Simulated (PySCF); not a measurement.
Bonds broken one at a time in the series Al SiH3-H. Isolated molecules, 0 K electronic values unless said otherwise. Strings in code marks are SMILES.

Method: PBE-D3(BJ)/def2-TZVP // PBE0-D4/def2-TZVP (PySCF 2.14.0). 

```json
[
 {"species": "radical fragment (`[SiH3]`)", "highest occupied spin orbital (eV)": "-5.32", "dipole moment (D)": "0.03"},
 {"species": "radical fragment (`[Al]([SiH3])[SiH3]`)", "highest occupied spin orbital (eV)": "-4.57", "dipole moment (D)": "0.64"},
 {"species": "radical fragment (`[AlH][SiH3]`)", "highest occupied spin orbital (eV)": "-4.57", "dipole moment (D)": "0.47"},
 {"species": "whole molecule (`[AlH2][SiH3]`)", "highest occupied spin orbital (eV)": "–", "dipole moment (D)": "0.21"},
 {"species": "whole molecule (`[AlH3]`)", "highest occupied spin orbital (eV)": "–", "dipole moment (D)": "0.00"}
]
```
